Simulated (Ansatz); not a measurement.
**The cluster Na₂Se: geometry, orbitals and charge**

Aim: characterise the cluster Na₂Se as a singlet: its structure, frontier levels and distribution of charge.

Computed with Ansatz 0.2.0, Gaussian basis. Level: RKS PBE0-D4/def2-TZVP.

The runs, in order: relaxation at PBE-D4/def2-TZVP; a single point at PBE0-D4/def2-TZVP.

1 further run of the same task is left out (set aside as unsound or not needed). Runs told in other sessions of the task aren't counted.

### 1 The starting structure

3 atoms, charge 0, spin multiplicity 1.

Atoms are counted from 1 here; the program's logs count them from 0.

Bond lengths: Na1–Se3 2.461 Å, Na2–Se3 2.462 Å. Angles: Na1–Se3–Na2 180.0°.

The start is a GFN2-xTB geometry.

### 2 Relaxation at PBE-D4/def2-TZVP

File in.yaml:

```yaml
crystal:
  periodic: [false, false, false]
  atoms:
    - {symbol: Na, position_ang: [-1.233600, -2.102050, 0.343990]}
    - {symbol: Na, position_ang: [1.233810, 2.102080, -0.343800]}
    - {symbol: Se, position_ang: [-0.000220, -0.000020, -0.000200]}
basis:
  gaussian: {orbitals: def2-TZVP}
hamiltonian: {xc: pbe, dispersion: d4}
scf: {lower_state_search: "off"}
output: {orbitals: {seedname: orbitals}}
relax: {f_tol: 0.02, max_steps: 100}
```

Run with:

```console
$ ansatz run in.yaml --threads 4 --pin off --events-out ev --progress --plain --max-ram 3916MiB
```

Further steps of the session: Single point, PBE0-D4/def2-TZVP.

Before running them: what should the planned runs give, taken together? Wanted: point group; commonest bond; HOMO, LUMO at PBE0-D4/def2-TZVP; dipole at PBE-D4/def2-TZVP.

The runs gave:

```
                       quantity                            value
                    point group                              C2v
                 commonest bond  Na–Se, 2 of mean length 2.563 Å
HOMO, LUMO at PBE0-D4/def2-TZVP                  -3.99, -1.34 eV
     dipole at PBE-D4/def2-TZVP                           6.90 D
```

**Reading.** The molecule keeps its bonding pattern by the stored test; the atoms moved 0.78 Å (rms), and the angle Na1–Se3–Na2 went from 180° to 108°. No usable vibrations, so a minimum isn't proven. Whether this spin is the lowest isn't tested here.
